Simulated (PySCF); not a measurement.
## Two probes of the same atoms: core binding energy and nuclear shielding

Compound: C3H5NO.
Z-matrix (Å and degrees, PBE0-D3(BJ)/def2-SVP geometry), rows numbered from 1:
```
C 
N   1  1.2630
C   2  1.4059  1  120.09
C   3  1.5030  2  113.22  1  -124.94
O   3  1.2058  2  122.19  1    58.82
H   1  1.1058  2  123.05  3     3.34
H   1  1.0995  2  119.61  3  -176.56
H   4  1.0963  3  109.66  2   178.65
H   4  1.1003  3  109.49  2   -60.37
H   4  1.1010  3  110.36  2    57.02
```

Binding energies: delta-SCF UKS SCAN, pcX-2 on the ionised atom, pcseg-1 elsewhere, spin-free X2C in PySCF. Shieldings: GIAO PBE0/pcSseg-1, non-relativistic, same geometry.

```tsv
atom	C 1s (eV)
C1	292.64
C3	294.05
C4	291.23
```

Question: What are the absolute isotropic shieldings of these atoms?

Answer: 
```csv
atom,environment,C 1s (eV),isotropic shielding (ppm)
C4,methyl carbon next to a carbonyl,291.23,158.5
C1,imine carbon,292.64,24.8
C3,carbonyl carbon,294.05,-5.4
```

Question: Among the listed atoms, is the one with the highest binding energy also the least shielded?

Answer: Yes: C3 has both (294.05 eV, -5.4 ppm).

By binding energy: C4 < C1 < C3. By shielding: C3 < C1 < C4.

Spin contamination (⟨S²⟩ against 0.75 for a pure doublet) is marked for C 1s of C1 (0.86), which makes this value less certain. One conformer (not necessarily the lowest) at the PBE0-D3(BJ)/def2-SVP geometry, without solvent, vibrations or thermal averaging.
